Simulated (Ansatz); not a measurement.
`C/C=C/CO` → `[CH2]` (triplet) + `C=CCO`  (formal loss of a carbene)

Calculated with Ansatz (gas phase, PBE0-D4/def2-TZVP geometries, no zero-point term in ΔE). CBS: MP2 limit from def2 TZ/QZ plus the TZ coupled-cluster correction, frozen cores. This one scheme is used for every species. DFT in def2-TZVPP. B3LYP here is the variant with VWN-RPA as its local correlation; programs differ in this. HSE06 is defined as in plane-wave codes. Triplets are unrestricted, without spin–orbit coupling. Each species was taken in one conformer, which may not be the lowest.

`C/C=C/CO`:

Z-matrix (Å, degrees):
```
C
C 1 1.489
H 1 1.095 2 111.0
H 1 1.095 2 111.1 3 118.3
H 1 1.092 2 111.5 3 -120.7
C 2 1.328 1 125.4 3 119.4
H 2 1.090 1 116.4 3 -60.0
C 6 1.491 2 124.0 1 179.7
H 6 1.089 2 119.9 1 1.1
O 8 1.417 6 112.3 2 -120.4
H 8 1.094 6 110.6 2 122.4
H 8 1.099 6 109.8 2 4.0
H 10 0.961 8 107.4 6 53.4
```

`[CH2]` (triplet):

Cartesian coordinates in Å:
```
C -0.238 -0.037 0.135
H 0.109 -0.939 -0.344
H 0.129 0.975 0.209
```

`C=CCO`:

Cartesian coordinates in Å:
```
C 0.181 -0.817 1.309
C -0.229 -0.612 0.066
C -0.374 0.737 -0.555
O 0.402 0.868 -1.732
H 0.427 0.014 1.965
H 0.278 -1.814 1.723
H -0.464 -1.456 -0.580
H -0.126 1.516 0.179
H -1.409 0.900 -0.871
H 1.313 0.663 -1.504
```

(1) Is it downhill or uphill in electronic energy at CCSD(T)/CBS, and by how much? (Best estimate.)

(2) What do these levels give: r2SCANh-D4, HSE06-D4, PBE-QIDH, B3LYP, BHLYP, CAM-B3LYP, LC-ωPBE, RPA@PBE/def2-TZVPP, CCSD(T)/def2-SVP, MP2/def2-QZVPP, SCS-MP2/def2-QZVPP, HF/CBS(def2)? (Estimate.)

Largest T1 diagnostic among the species: 0.011.

Answers

(1) Ansatz gave: Uphill: ΔE = +446.6 kJ/mol.

(2) Ansatz gave: r2SCANh-D4 424.9, HSE06-D4 447.4, PBE-QIDH 445.4, B3LYP 431.6, BHLYP 422.4, CAM-B3LYP 440.3, LC-ωPBE 437.5, RPA@PBE/def2-TZVPP 428.0, CCSD(T)/def2-SVP 431.6, MP2/def2-QZVPP 456.2, SCS-MP2/def2-QZVPP 457.2, HF/CBS(def2) 299.8 kJ/mol.

From PBE to PBE0 (25 % exact exchange), in def2-TZVPP and without D4, ΔE moves by −7.9 kJ/mol. At CCSD(T), def2-SVP lies −15.0 kJ/mol from the extrapolated value and def2-TZVPP −11.0 kJ/mol.
